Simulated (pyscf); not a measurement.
Thermochemistry of product channels of germane (GeH₄) + acetylene (HC≡CH) on the singlet surface, in kcal/mol, from ωB97M-D3(BJ)/def2-TZVP energies (ideal gas, 1 atm, RRHO with modes under 100 cm⁻¹ raised to 100, one conformer, R ln 2 for chiral ones without a mode under 150 cm⁻¹). Single points on ωB97X-D3(BJ)/def2-SVP structures (PySCF, gas phase).

| products | ΔE | ΔH(298 K) | ΔG(900 K) | ΔG(1200 K) |
|---|---|---|---|---|
| HC≡C–GeH₃ + hydrogen (H₂) | ___ | -0.4 | -0.4 | -1.1 |
| H₂C=CH–GeH₃ | -41.8 | -37.7 | -12.4 | -4.0 |

Task: Fill in the missing entries.

Result: 
- HC≡C–GeH₃ + hydrogen (H₂), ΔE: +2.0

These are energies of the channels, which say nothing of barriers. HC≡C–GeH₃ lies 5.5 kcal/mol over its isomer H₂C=CH–GeH: [singlet] (electronic energy, ωB97M-D3(BJ)/def2-TZVP). Elements up to Kr have no core potential and no relativistic terms here.
